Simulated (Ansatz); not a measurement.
Rock-salt RbBr was calculated with PBE (plane waves, PAW; Ansatz, an electronic-structure program).

Run with plane-wave cutoff 520 eV, 8×8×8 k mesh, Fermi–Dirac smearing 0.01 eV, scalar-relativistic PAW data made under PBE.

Pressure at four volumes; x = ln(V/43.196 Å³). One pressure is withheld.

```csv
V (Å³/atom),x,P (GPa)
40.604,-0.0619,0.857
43.196,0.0000,0.002
44.924,0.0392,-0.420
45.788,0.0583,?
```

**Question.** Pass a parabola P(x) through the three rows shown, estimate the bulk modulus and its pressure derivative near zero pressure, and predict the withheld pressure.

**Answer.** Slopes between the rows: (0.002 − (0.857))/(0.0000 − (-0.0619)) = -13.81 and (-0.420 − (0.002))/(0.0392 − (0.0000)) = -10.77 GPa. Their difference over the span 0.1011 is c = 3.04/0.1011 = 30.1 GPa, so P(x) = 0.857 + (-13.81)(x − (-0.0619)) + 30.1 (x − (-0.0619))(x − (0.0000)). At the middle row B = −dP/dx = −[-13.81 + 30.1 × 0.0619] = 11.9 GPa, and B′ = dB/dP = 2c/B = 5.1. At x = 0.0583 the parabola gives -0.592 GPa; the run gives -0.597 GPa. The Birch–Murnaghan fit to the energies at all volumes has B0 = 11.8 GPa and B′ = 4.9.

Measured, for comparison: bulk modulus 16 GPa (4 K, no zero-point or thermal correction; as tabulated in Doll and Stoll (1998), arXiv:cond-mat/9801031). Computed less measured: bulk modulus -26 %.
